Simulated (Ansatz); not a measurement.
**One arrangement of a pair**

The pair of HF (SMILES F, atoms 1–2) and SiH3Cl (SMILES [SiH3]Cl, atoms 3–7), both closed shells, in one local arrangement (a lower one may exist), relaxed at PBE0-D4/def2-TZVP:

F1  (-0.265, -0.162, -2.156)
H2  (0.311, -0.783, -2.520)
Si3  (-0.028, 0.179, 0.791)
Cl4  (0.191, 0.371, 2.833)
H5  (0.143, 1.519, 0.192)
H6  (-1.377, -0.369, 0.534)
H7  (1.025, -0.754, 0.326)
(Å)

Ansatz 0.2.0; basis: def2-TZVPPD, with def2-QZVPPD for the basis limit; cores frozen in the correlated methods. B3LYP uses VWN-RPA correlation. Extrapolation: Hartree–Fock as exp(−7.88 √X), correlation as X^−2.97. Interaction energies count from these two fragments, frozen as in the pair, with the counterpoise correction; negative means bound.

Task: What is the interaction energy by CCSD(T) at an estimated basis limit (MP2 extrapolated from triple and quadruple zeta, plus CCSD(T) − MP2 in triple zeta)? (Judge from chemistry; the value comes from the calculation.)

Result: Computed: -1.80 kcal/mol. Hartree–Fock alone gives -0.55 kcal/mol at the basis limit. It counts from the two fragments frozen as in the pair.

The same quantity by other methods in triple zeta, and each one's difference from that estimate:
```csv
method,E_int (kcal/mol),difference
PBE-D4,-1.79,0.01
revPBE-D4,-1.09,0.72
BLYP-D4,-1.21,0.59
r2SCAN-D4,-2.13,-0.32
B97M-V,-2.07,-0.27
PBE0-D4,-1.76,0.04
B3LYP-D4,-1.52,0.28
HSE06-D4,-1.76,0.05
wB97X-V,-1.96,-0.16
wB97M-V,-2.02,-0.21
B2PLYP,-1.20,0.61
HF,-0.53,1.28
MP2,-1.47,0.33
CCSD,-1.38,0.42
CCSD(T),-1.54,0.27
```
Differences are method less estimate.

Task: Which atoms make the shortest contact between the fragments?

Result: F1 and H7, 2.86 Å apart.

Basis-set superposition shift (counterpoise-corrected less uncorrected): CCSD(T) 0.41; MP2 0.40; HF 0.06; PBE0-D4 0.06; wB97M-V 0.06 kcal/mol.

No T1 diagnostic of these runs exceeds 0.011.

For scale, one of the runs: CCSD(T)/def2-TZVPPD, 207 basis functions, launched by `ansatz run in.yaml --threads 2 --pin off --events-out ev --progress --plain --max-ram 5222MiB`. The run took 65 s on 2 CPU threads of an Arm Neoverse V1 (shared host), with 2.6 GiB of host memory at its peak.
